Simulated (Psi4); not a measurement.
# Si2H6O (SMILES O[SiH2][SiH3]): a chain of runs, part 2 of 2

Psi4 1.11. The steps go on from the part before.

### 4 Summary of results

The summary covers parts 1 to 2.

```
                                                                               quantity             value
                                  run 1, B3LYP-D3(BJ)/def2-SVP: total energy at the end     -657.64922 Eh
                                            run 1, B3LYP-D3(BJ)/def2-SVP: dipole moment            1.19 D
                                              run 1, B3LYP-D3(BJ)/def2-SVP: HOMO energy          -7.56 eV
                                              run 1, B3LYP-D3(BJ)/def2-SVP: LUMO energy          -0.30 eV
                                            run 1, B3LYP-D3(BJ)/def2-SVP: HOMO–LUMO gap           7.26 eV
                                        run 1, B3LYP-D3(BJ)/def2-SVP: dispersion energy     -29.33 kJ/mol
                               run 2, B3LYP-D3(BJ)/def2-SVP: lowest harmonic wavenumber          109 cm⁻¹
                              run 2, B3LYP-D3(BJ)/def2-SVP: highest harmonic wavenumber         3871 cm⁻¹
                                        run 2, B3LYP-D3(BJ)/def2-SVP: zero-point energy      145.6 kJ/mol
run 2, B3LYP-D3(BJ)/def2-SVP: ideal-gas entropy at 298.15 K (symmetry number 1 as used)  76.5 cal/(mol K)
```

The optimisation (run 1, B3LYP-D3(BJ)/def2-SVP) took 7 steps and changed the energy by -0.012 eV. All 21 modes (run 2, B3LYP-D3(BJ)/def2-SVP) are real, so the shape is a minimum at this level.
